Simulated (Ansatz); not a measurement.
Consider GaP in the zinc blende structure (space group F-43m, No. 216; a = 5.506 Å).

The values are results of PBE (Ansatz, an electronic-structure program, PAW, no spin-orbit coupling), earlier PAW set, not measurements.

One thing is altered: Sb takes the place of P on all its sites; the structure is relaxed again.

Measured lattice parameter a: GaP 5.439 Å (static lattice; corrected from measurement; as listed in Daniel Mejia-Rodriguez, S. B. Trickey, Phys. Rev. B (2018)); GaSb 6.0959 Å (room temperature; as listed in I. Vurgaftman, J. R. Meyer, L. R. Ram-Mohan, Journal of Applied Physics (2001)).

Task: How well does PBE reproduce the measured shift?

Result: With PBE the lattice parameter a moves by +0.708 Å (5.506 → 6.215) against +0.657 Å measured. The two measured values stand on different bases (one corrected, one not), which blurs small differences.

Spin-orbit coupling, missing from the scalar runs, can matter with Sb. No phonon test of stability was made. The final runs are not spin-polarised.
